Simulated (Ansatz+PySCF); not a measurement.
Results of a calculation; reference values are marked as such.
Several solutions for singlet C2

```yaml
atoms:
  - { symbol: C, position_ang: [0.0000, 0.0000, -1.8841] }
  - { symbol: C, position_ang: [0.0000, 0.0000, 1.8841] }
```

Basis set: cc-pVDZ (spherical functions). Charge 0, multiplicity 1.

ωB97X (restricted) was run from several starts with Ansatz (development build ahead of 0.2.0) and PySCF 2.14.0.

```tsv
run	program	start	converged	energy (hartree)	<S²>
A	Ansatz	stability test followed	yes	-75.54823	0.00
B	PySCF	program defaults	yes	-75.44509	0.00
C	PySCF	guess minao, instabilities followed	yes	-75.54822	0.00
D	Ansatz	search for the lowest state	yes	-75.54823	0.00
```

Question: Which runs reached the lowest solution of this kind, and what is wrong with the others?

Answer: A, C, D reached the lowest solution found. Converged but too high: B by 2.81 eV. Convergence only shows a stationary point, and even a stable one can lie too high; stability tests and further starts are what find lower ones. Caution: an unrestricted determinant lies well below (3.61 eV lower). Caution: the determinant breaks the point group.
